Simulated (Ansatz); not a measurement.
Computed with Ansatz on PBE0-D4/def2-TZVP structures; ΔE is electronic, products minus reactants. CCSD(T)/CBS adds triple-zeta CCSD(T) − MP2 to the extrapolated MP2 energy (def2 sets, frozen cores). This one scheme is used for every species, atoms too. Functionals use def2-TZVPP. B3LYP here is the variant with VWN-RPA as its local correlation; programs differ in this. HSE06 is defined as in plane-wave codes. Open shells (•) are unrestricted, without spin–orbit coupling. Spin–orbit coupling would lower the free atoms: a little for C, F.

Consider the atomization: `FC1N=CN1` → 2 C• + F• + 3 H• + 2 N•.

| level | ΔE (kcal/mol) | difference from CCSD(T)/CBS |
| --- | --- | --- |
| LDA (SPW92) | 922.2 | 160.3 |
| PBE-D4 | 807.2 | 45.3 |
| revPBE-D4 | 778.9 | 17.0 |
| BLYP-D4 | 777.5 | 15.6 |
| r2SCAN-D4 | 764.6 | 2.7 |
| B97M-V | 764.8 | 2.9 |
| B3LYP-D4 | 766.8 | 4.9 |
| r2SCANh-D4 | 755.2 | -6.7 |
| r2SCAN0-D4 | 741.7 | -20.2 |
| HSE06-D4 | 776.5 | 14.6 |
| CAM-B3LYP-D4 | 771.3 | 9.4 |
| ωB97M-V | 770.6 | 8.7 |
| PBE-QIDH | 759.0 | -2.9 |
| PBE | 804.2 | 42.3 |
| revPBE | 767.2 | 5.3 |
| BLYP | 770.3 | 8.4 |
| r2SCAN | 763.9 | 2.0 |
| PBE0 | 773.0 | 11.1 |
| B3LYP | 761.9 | 0.0 |
| r2SCANh | 754.4 | -7.5 |
| r2SCAN0 | 740.9 | -21.0 |
| HSE06 | 774.2 | 12.3 |
| BHLYP | 720.8 | -41.1 |
| CAM-B3LYP | 768.8 | 6.9 |
| LC-ωPBE | 772.4 | 10.5 |
| HF/def2-SVP | 491.4 | -270.5 |
| MP2/def2-SVP | 734.4 | -27.5 |
| CCSD/def2-SVP | 701.5 | -60.4 |
| CCSD(T)/def2-SVP | 714.8 | -47.1 |
| HF/def2-TZVPP | 483.2 | -278.7 |
| MP2/def2-TZVPP | 760.9 | -1.0 |
| SCS-MP2/def2-TZVPP | 753.8 | -8.1 |
| CCSD/def2-TZVPP | 716.6 | -45.3 |
| CCSD(T)/def2-TZVPP | 735.6 | -26.3 |
| HF/def2-QZVPP | 484.8 | -277.1 |
| MP2/def2-QZVPP | 776.5 | 14.6 |
| SCS-MP2/def2-QZVPP | 771.6 | 9.7 |
| HF/CBS(def2) | 485.0 | -276.9 |
| MP2/CBS(def2) | 787.2 | 25.3 |
| CCSD/CBS(def2) | 742.9 | -19.0 |
| CCSD(T)/CBS | 761.9 | 0 |

Largest T1 diagnostic among the species: 0.013.

From r2SCAN to r2SCAN0 (25 % exact exchange), in def2-TZVPP and without D4, ΔE moves by −23.0 kcal/mol: exact exchange takes away binding that semilocal exchange gives to molecules. At CCSD(T), def2-SVP lies −47.1 kcal/mol from the extrapolated value and def2-TZVPP −26.3 kcal/mol: correlation converges slowly with the basis, and small sets miss more of it in the bonded molecule than in its fragments. The D4 term adds +4.9 kcal/mol with B3LYP and +2.5 kcal/mol with PBE0; it sums over pairs of atoms, weighted by their polarisabilities, and B3LYP, whose exchange is more repulsive, gets the larger term.

For atomizations the MP2-based limit and the directly extrapolated one differ by several kJ/mol either way, and by 10 to 25 for some Ge, Se and Sn compounds, so smaller differences from it don't rank the levels.
